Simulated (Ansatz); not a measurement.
## BiSeBr (Pnma, No. 62; cell taken from a computed entry)

Method: r²SCAN in Ansatz (PAW).

Numerical settings: plane-wave cutoff 560 eV, 4×8×4 k mesh (along the axes of the cell as run), Fermi–Dirac smearing 0.01 eV, scalar-relativistic PAW data made under PBE.

Cell (relaxed with PBEsol):

```cif
data_Bi4Br4Se4
_chemical_formula_sum 'Bi4 Se4 Br4'
_space_group_name_H-M_alt 'Pnma'
_space_group_IT_number 62
_space_group_name_Hall '-P 2ac 2n'
_cell_length_a 8.02204
_cell_length_b 4.06814
_cell_length_c 10.86727
_cell_angle_alpha 90.000
_cell_angle_beta 90.000
_cell_angle_gamma 90.000
loop_
_atom_site_label
_atom_site_type_symbol
_atom_site_symmetry_multiplicity
_atom_site_Wyckoff_symbol
_atom_site_fract_x
_atom_site_fract_y
_atom_site_fract_z
_atom_site_occupancy
Bi1 Bi 4 c 0.36908 0.25000 0.36955 1
Se1 Se 4 c 0.19081 0.25000 0.04477 1
Br1 Br 4 c 0.03184 0.75000 0.30176 1
```

```
Property                                       Value
-------------------------------------------  -------
band gap                                     1.97 eV
smallest direct gap on the k points sampled  1.99 eV
direct gap at Γ                              2.14 eV
```

Measured, for comparison: band gap 1.5 eV (temperature not stated, the source names no phase, no zero-point or thermal correction, literature value quoted in the introduction; as tabulated in Shi et al. (2016), doi:10.1103/physrevb.93.104108).

Note: cell and atoms aren't relaxed at this level (largest force component 0.07 eV/Å, pressure 1.6 GPa); this cell isn't known to be the ambient phase, and symmetry holds it in the calculation.

Spin–orbit coupling is not included; with these elements it can move the gap by several tenths of an eV or more.

Computed values are for the static lattice.

Ansatz is a quantum-chemistry and plane-wave program.
